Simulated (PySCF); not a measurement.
**Highest orbital energy against ionisation energy along the alkaline earths**

Calculated with PySCF 2.14, no spin-orbit coupling. Each cell gives −ε(HOMO) / ΔSCF in eV; NIST values include spin-orbit coupling, (s) semi-empirical, (t) theoretical.

```tsv
species	UHF	LDA	PBE	PBE0	r2SCAN	NIST (lowest levels)
Be (def2-QZVPPD, non-relativistic)	8.415 / 8.043	5.598 / 9.026	5.607 / 8.996	6.492 / 8.971	5.746 / 8.794	9.323
Mg (def2-QZVPPD, non-relativistic)	6.886 / 6.606	4.773 / 7.719	4.698 / 7.613	5.426 / 7.542	4.811 / 7.372	7.646
Ca (def2-QZVPPD, non-relativistic)	5.321 / 5.117	3.847 / 6.209	3.751 / 6.069	4.316 / 5.993	3.814 / 5.810	6.113
Sr (def2-QZVPPD with the def2 core potential (28 electrons), ECP)	4.929 / 4.743	3.637 / 5.863	3.524 / 5.699	4.046 / 5.614	3.582 / 5.429	5.695
Ba (def2-QZVPPD with the def2 core potential (46 electrons), ECP)	4.423 / 4.260	3.331 / 5.346	3.217 / 5.180	3.686 / 5.098	3.259 / 4.914	5.212
```

Q: How far is −ε(HOMO) from ΔSCF on average for each method, and why?

A: UHF 0.24 eV; LDA -2.60 eV; PBE -2.55 eV; PBE0 -1.85 eV; r2SCAN -2.22 eV. Hartree-Fock orbital energies lack relaxation and so exceed the ΔSCF value; semilocal functionals have convex E(N) from self-interaction, so their HOMO lies far too high; exact exchange moves hybrids part of the way back.
